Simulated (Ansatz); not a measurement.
Species: H2O, SMILES `O` (charge 0, multiplicity 1).

Give a relaxed geometry from B3LYP-D3(BJ)/def2-SVP run with Ansatz (an electronic-structure program).

the end point of this relaxation (outside a Z-matrix the atoms follow the SMILES, hydrogens last).
Z-matrix (Å, degrees):
```
O
H 1 0.9667
H 1 0.9667 2 103.09
```
